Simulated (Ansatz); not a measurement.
# Si2 (singlet): wave-function methods side by side, aug-cc-pVDZ

An exercise on one series of results from a longer session: the logs are not shown, and one member is left open.

The runs use Ansatz 0.2.0, Gaussian basis; aug-cc-pVDZ, core rule «outside noble gas», up to 10 orbitals frozen.

To be run: UHF; CCSD(T) on RHF; CCSD(T) on UHF; BCCD(T) on RHF; CISD; CCSDT(Q) on RHF; CCSDT(Q) on UHF; CASSCF and MRCISD+Q, 8 electrons in 8 orbitals; CASSCF and NEVPT2, 8 electrons in 8 orbitals.

12 further runs of the same task are left out: 3 that didn't finish, 9 set aside as unsound or not needed.

## What is computed

The geometry is a PBE0/def2-TZVPD stationary point (not a proven minimum) of the parent state, kept for this charge and spin.

2 atoms, charge 0, spin multiplicity 1.

Atoms are counted from 1 here; the program's logs count them from 0.

Bond lengths: Si1–Si2 2.172 Å.

Geometry (Å):

```csv
atom,x (Å),y (Å),z (Å)
Si1,0.0000,0.0000,0.0000
Si2,0.0000,0.0000,2.1718
```

The first run:

File in.yaml:

```yaml
crystal:
  periodic: [false, false, false]
  atoms:
    - {symbol: Si, position_ang: [0.000000, 0.000000, 0.000000]}
    - {symbol: Si, position_ang: [0.000000, 0.000000, 2.171800]}
basis:
  gaussian: {orbitals: aug-cc-pVDZ}
magnetization: {spin_polarized: true, initial_magnetization: 0}
hamiltonian: {xc: hf}
output: {orbitals: {seedname: orbitals}}
```

Launch:

```sh
$ ansatz run in.yaml --threads 1 --pin off --events-out ev --progress --plain --max-ram 2393MiB
```

Steps of the session up to this table: UHF; CCSD(T) on RHF; CCSD(T) on UHF; BCCD(T) on RHF; CISD; CCSDT(Q) on RHF; CCSDT(Q) on UHF; CASSCF and MRCISD+Q, 8 electrons in 8 orbitals; CASSCF and NEVPT2, 8 electrons in 8 orbitals.

One of the session's tables, all rows but one given; the rest of the session is left out.

| method | from RCCSDT(Q) (meV) |
| --- | --- |
| RHF | +5315.5 |
| RMP2 | +1418.6 |
| UMP2 | ? |
| CISD | +846.0 |
| RCCSD | +385.0 |
| UCCSD | +11.8 |
| RCCSD(T) | +136.5 |
| UCCSD(T) | -314.9 |
| BCCD(T) | +136.7 |
| RCCSDT | +60.9 |
| UCCSDT | -467.4 |
| RCCSDT(Q) | 0 |
| UCCSDT(Q) | -565.0 |
| CASSCF valence | +3255.2 |
| NEVPT2 valence | +1049.3 |
| MRCISD valence | +383.3 |
| MRCISD+Q valence | +128.3 |

Q: Estimate the row for UMP2 from the others.

As computed: from RCCSDT(Q) (meV): +821.6. In the column «from RCCSDT(Q) (meV)» it lies between RCCSD (+385.0) and CISD (+846.0).

Among the levels timed on like hardware and quicker than the yardstick, those that no quicker one beats, quickest first: CISD (2 s, +846.0 meV); RCCSD(T) (2.1 s, +136.5 meV); MRCISD+Q valence (4.6 s, +128.3 meV).

Left out of the table: UHF (another determinant or state than the rows shown).

Caveats from the session: The determinant is far from a pure spin state, so its energy mixes those of several spin states (harmless only where they are near-degenerate, as at dissociation). The program flags UCCSD(T), UCCSDT(Q) as in doubt, so those rows may rest on another solution; read them beside their warnings. Warnings: restricted reference is unstable; spin contamination; coupled cluster took another determinant than the lowest. Restricted and unrestricted rows rest on different reference determinants; where their highest levels disagree by more than a few hundredths of an eV, they describe different states and don't form one ladder. Warnings in the runs' records: large difference.
